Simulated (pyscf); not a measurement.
Thermochemistry of product channels of `[AsH2]` [doublet] + `[SiH4]` on the doublet surface, in kcal/mol, from ωB97M-D3(BJ)/def2-TZVP energies (ideal gas, 1 atm, RRHO with modes under 100 cm⁻¹ raised to 100, one conformer, R ln 2 for rigid chiral ones). PySCF, gas phase, ωB97X-D3(BJ)/def2-SVP geometries.

| products | ΔE | ΔH(298 K) | ΔG(298 K) | ΔG(600 K) |
|---|---|---|---|---|
| `[AsH3]` + `[SiH2]` [singlet] + `[H]` [doublet] | +90.1 | +85.3 | +77.1 | +68.5 |
| `[AsH]` [triplet] + `[H][H]` + `[SiH3]` [doublet] | +62.1 | +59.1 | +50.1 | +40.5 |
| `[SiH2][AsH2]` [doublet] + `[H][H]` | +14.8 | +13.8 | +14.1 | +13.9 |

These are energies of the channels, which say nothing of barriers. •H₂Si–AsH₂ lies 16.5 kcal/mol over its isomer H₃Si–AsH•, and others may lie lower still (electronic energy, ωB97M-D3(BJ)). Elements up to Kr have no core potential and no relativistic terms here.
